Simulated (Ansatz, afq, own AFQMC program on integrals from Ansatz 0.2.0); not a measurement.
SiGeH, doublet in cc-pVDZ, levels against CCSDTQ

```yaml
atoms:
  - { symbol: Si, position_ang: [0.0000, 0.0406, 1.7372] }
  - { symbol: Ge, position_ang: [0.0000, -0.0362, -0.6556] }
  - { symbol: H, position_ang: [0.0000, 1.4755, -1.1562] }
```

Connectivity, by distances: Si–GeH.

Basis cc-pVDZ. Noble-gas cores (and the filled d shells of Ga–Kr and In–Xe) are frozen. Ansatz 0.2.0 and our own AFQMC program on the same integrals; the CISD trial comes from CCSD amplitudes, and released means the phaseless constraint is let go. Uncertainties: one standard error, sampling alone. No spin–orbit coupling.

Determinant: ROHF, the one that the program's search chose, which needn't be the lowest solution. The geometry is a PBE0/def2-TZVP stationary point of this or a neighbouring charge and spin state.

No full CI on the walks' own integrals is used here; CCSDTQ serves as the reference and is uncertain by about the last step of the cluster series.

Cautions: no relativity below Rb; no spin-orbit coupling; inner d shell frozen; a spin-contaminated unrestricted determinant lies lower (UHF 276 meV lower, ⟨S²⟩ 1.55); strong correlation (T1 0.052, weight of the determinant 0.81, largest double 0.09); the released energies are still falling, so no released level is given (meV from the phaseless value at times in 1/Eh: -3 ± 4 at 0.24, -9 ± 4 at 0.51, -16 ± 4 at 0.99, -20 ± 3 at 1.62, 14 ± 37 at 2.40).

- T1 diagnostic: 0.0522
- weight of the determinant in the CISD state: 0.812
- size of the correlated space: 9 electrons in 31 orbitals

| level | correlation energy (eV) |
| --- | --- |
| MP2 | -3.8554 |
| CCSD | -4.9129 |
| CCSD(T) | -5.1338 |

(1) Estimate where phaseless AFQMC with a CISD trial lies against CCSD(T) on the same integrals.

(1) 3.7 ± 0.4 kJ/mol below CCSD(T).

Reference: CCSDTQ, correlation energy -5.220 eV.

```json
{"level": "CCSD(T)", "E − E(reference) (kJ/mol)": "8.4", "share of correlation (%)": "98.34"}
{"level": "CCSDT", "E − E(reference) (kJ/mol)": "2.2", "share of correlation (%)": "99.56"}
{"level": "CCSDT(Q)", "E − E(reference) (kJ/mol)": "0.0", "share of correlation (%)": "99.99"}
{"level": "ph-AFQMC/HF", "E − E(reference) (kJ/mol)": "8.8 ± 2.3", "share of correlation (%)": "98.26"}
{"level": "ph-AFQMC/CISD", "E − E(reference) (kJ/mol)": "4.6 ± 0.4", "share of correlation (%)": "99.08"}
```

CCSDT and higher add their correlation energy to the determinant of the CCSD(T) run, since their own runs factorise the integrals more tightly (a shift of under 2 meV). A walk keeps the symmetry of its determinant, which the program's search chose and which needn't be the lowest solution, so a lower state of the same spin and another symmetry isn't excluded.
